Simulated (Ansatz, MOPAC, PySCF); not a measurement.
Species: phosphine, PH₃, charge 0, multiplicity 1. SMILES: P
Structure (B3LYP-D3(BJ)/def2-TZVP (Ansatz, an electronic-structure program) minimum search):
```xyz
4

P      0.0029     0.0016     0.1282
H     -0.0038     1.1839    -0.6561
H      1.0120    -0.6137    -0.6568
H     -1.0521    -0.5944    -0.6098
```

Unscaled harmonic wavenumbers (cm⁻¹) in rising order, each level at the stationary point that it reaches from this structure (no distance between atoms moves by over 0.3 Å); the order of modes can differ between levels, and a negative number is imaginary. B3LYP-D3(BJ)/def2-TZVP (PySCF, at the structure above): 1021, 1141, 1141, 2388, 2396, 2396.

PM3 (MOPAC): 922, 979, 979, 1546, 1606, 1606. Zero-point energy 10.9 against 15.0 kcal/mol; where all levels lie over 400 cm⁻¹, the wavenumbers are on average 0.768 times those of B3LYP-D3(BJ)/def2-TZVP.

PM7 (MOPAC): 1074, 1255, 1255, 2270, 2316, 2316. Zero-point energy 15.0 against 15.0 kcal/mol; where all levels lie over 400 cm⁻¹, the wavenumbers are on average 1.022 times those of B3LYP-D3(BJ)/def2-TZVP.

HF/6-31G* (Ansatz): 1140, 1271, 1271, 2602, 2602, 2607. Zero-point energy 16.4 against 15.0 kcal/mol; where all levels lie over 400 cm⁻¹, the wavenumbers are on average 1.101 times those of B3LYP-D3(BJ)/def2-TZVP.
